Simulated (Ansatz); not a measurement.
Pressure coefficients of CoO

Space group Fm-3m (No. 225). a = 4.248 Å, b = 4.248 Å, c = 4.248 Å, α = 90.00°, β = 90.00°, γ = 90.00°
```csv
atom,site,symmetry,x,y,z
Co,4a,m-3m,0.0000,0.0000,0.0000
O,4b,m-3m,0.5000,0.0000,0.0000
```

The runs use the primitive cell with vectors (0.000, 2.124, 2.124), (2.124, 0.000, 2.124), (2.124, 2.124, 0.000) Å, to which the k mesh refers.

The structure comes from a relaxation in the same program, started in the rocksalt type, and has space group Fm-3m. Whether it is a known phase or the ground state wasn't checked.

Semilocal functionals without U often leave such compounds metallic or with too small a gap, and the real magnetic order may differ.

The magnetic state is the one reached from the start moments; no search over orders was made, so it needn't be the ground state.

The calculation used DFT, PBE, all-electron LAPW, scalar-relativistic in Ansatz 0.2.0.

Numerical set-up: a Γ-centred 13×13×13 k mesh, Fermi–Dirac smearing of 0.08 eV, basis error target 0.25 meV/atom, spin-polarised from start moments Co1 2 μB.

The cell is scaled evenly with fractional coordinates held.

| V/V(cell) | P (GPa) | cell moment (μB) |
| --- | --- | --- |
| 0.9600 | 6.94 | 2.732 |
| 0.9800 | 3.36 | 2.815 |
| 1.0000 | -0.07 | 2.874 |
| 1.0200 | -3.31 | 2.915 |

(1) From the rows at 0.9800 and 1.0200, what is the bulk modulus at the cell's volume?

(2) How does the moment scale with volume?

(3) Predict the row at V/V(cell) = 1.0400. How far is a linear estimate of P off?

Answers

(1) B = −ΔP/Δln V = −[(-3.31) − (3.36)]/0.04001 = 166.7 GPa.

(2) dln M/dln V = ln(2.915/2.815)/0.04001 = 0.9: expansion raises it.

(3) P = -6.31 GPa, moment 2.943 μB. The linear estimate P(cell) − B ln(V/V(cell)) = -6.61 GPa misses by 0.30 GPa, since the modulus falls on expansion.
